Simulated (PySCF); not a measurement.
**Calculated NMR parameters of 3-methyl-1-butene**

```yaml
Formula: C5H10
SMILES: C=CC(C)C
Point_group_of_the_computed_structure: Cs
Degrees_of_unsaturation: 1
Carbon_signals: 4
Proton_signals: 5
```

Molfile (atoms numbered from 1):
```
C5H10
     RDKit          3D

 15 14  0  0  0  0  0  0  0  0999 V2000
    2.2619   -0.1171   -0.2245 C   0  0  0  0  0  0  0  0  0  0  0  0
    1.0655   -0.2332    0.3520 C   0  0  0  0  0  0  0  0  0  0  0  0
   -0.2484    0.1292   -0.2774 C   0  0  0  0  0  0  0  0  0  0  0  0
   -0.9364    1.2430    0.5117 C   0  0  0  0  0  0  0  0  0  0  0  0
   -1.1494   -1.1002   -0.3938 C   0  0  0  0  0  0  0  0  0  0  0  0
    2.3677    0.2691   -1.2440 H   0  0  0  0  0  0  0  0  0  0  0  0
    3.1801   -0.4018    0.2962 H   0  0  0  0  0  0  0  0  0  0  0  0
    1.0044   -0.6254    1.3773 H   0  0  0  0  0  0  0  0  0  0  0  0
   -0.0417    0.5040   -1.2957 H   0  0  0  0  0  0  0  0  0  0  0  0
   -0.3030    2.1407    0.5711 H   0  0  0  0  0  0  0  0  0  0  0  0
   -1.8919    1.5269    0.0433 H   0  0  0  0  0  0  0  0  0  0  0  0
   -1.1548    0.9175    1.5424 H   0  0  0  0  0  0  0  0  0  0  0  0
   -1.3756   -1.5175    0.6015 H   0  0  0  0  0  0  0  0  0  0  0  0
   -0.6700   -1.8923   -0.9882 H   0  0  0  0  0  0  0  0  0  0  0  0
   -2.1077   -0.8437   -0.8722 H   0  0  0  0  0  0  0  0  0  0  0  0
  1  2  2  0
  2  3  1  0
  3  4  1  0
  3  5  1  0
  1  6  1  0
  1  7  1  0
  2  8  1  0
  3  9  1  0
  4 10  1  0
  4 11  1  0
  4 12  1  0
  5 13  1  0
  5 14  1  0
  5 15  1  0
M  END
```

Calculated, not measured (PySCF 2.14.0 with density-fitted response routines): couplings computed with B3LYP/pcJ-1 (without the spin–dipole term), PBE0-D3(BJ)/def2-SVP structure, GIAO PBE0/pcSseg-1 shieldings. A single conformation, no relativistic terms, rapidly exchanging positions averaged, in vacuum.

Referencing at the same level of theory: $^{1}$H (31.27 ppm) and $^{13}$C (184.41 ppm) vs TMS.

| carbon | δC, type | δH (multiplicity, J in Hz) | HMBC from (abs. J ≥ 3 Hz) | span of the C tensor (ppm) |
| --- | --- | --- | --- | --- |
| C1 | 119.7, CH2 | H6 5.31 (dd, 17.9, 2.3); H7 5.13 (dd, 11.2, 2.3) | H9 | 200 |
| C2 | 155.9, CH | 5.80 (dt, 17.9, 11.0) | H9, H10/H11/H12/H13/H14/H15 | 239 |
| C3 | 38.2, CH | 2.00 (d of sept, 10.8, 7.4) | H8, H6, H7, H10/H11/H12/H13/H14/H15 | 22 |
| C4/C5 | 24.8, CH3 | 0.99 (d, 7.4) | H8, H10/H11/H12/H13/H14/H15 | 40 |

Selected couplings (Hz, signed; the shortest-range and largest first, 30 at most; isotopes $^{13}$C, $^{1}$H): $^{1}J$(C1,H7) 168.1, $^{1}J$(C1,H6) 163.7, $^{1}J$(C2,H8) 156.7, $^{1}J$(C4,H10) 132.8, $^{1}J$(C3,H9) 131.5, $^{1}J$(C1,C2) 76.8, $^{1}J$(C2,C3) 44.1, $^{1}J$(C3,C4) 35.9, $^{2}J$(H6,H7) 2.3, $^{2}J$(C2,C4) -1.6, $^{2}J$(C1,C3) 1.1, $^{3}J$(H6,H8) 17.9, $^{3}J$(H7,H8) 11.2, $^{3}J$(H8,H9) 10.8, $^{3}J$(H9,H10) 7.4, $^{3}J$(C1,C4) 3.8.

1. Carbon types of the structure: 2 × CH, 1 × CH2, 2 × CH3, which accounts for all hydrogens.
2. δC 155.9: alkene CH; as expected for a trigonal carbon in a double bond.
3. δC 119.7: terminal =CH2 carbon; the olefinic region.
4. δC 38.2: allylic sp3 CH; a saturated carbon with 3 carbon neighbours and no heteroatom attached.
5. δH 5.31, 5.13: hydrogen on a terminal =CH2 carbon; olefinic region.
6. δH 2.00: hydrogen on an allylic sp3 CH; allylic position.
7. The protons at 5.31 and 5.80 share a coupling of 17.9 Hz (vicinal, trans across C=C).
8. The protons at 5.13 and 5.80 share a coupling of 11.2 Hz (vicinal, cis across C=C).
9. The protons at 2.00 and 0.99 share a coupling of 7.4 Hz (vicinal).

Multiplet labels drop couplings under 1 Hz and merge nearly equal ones. Unscaled 3J(H,H) at this level run about 10 % above measured values. Shifts are as computed. Against solution values, carbons near 30 ppm lie about +2 ppm off and those near 130 ppm about +5 ppm. Of 1211 compounds with measured shifts, 218 miss one by over three times the rms of a fit or turn the order of signals round; such compounds aren't used in these exercises. Couplings across =CH–CH2 type bonds come from one rotamer and its mirror image, and can be 1–2 Hz further off. Vicinal couplings across rotatable single bonds and in flexible rings belong to the one computed conformer; a conformer average would change them.
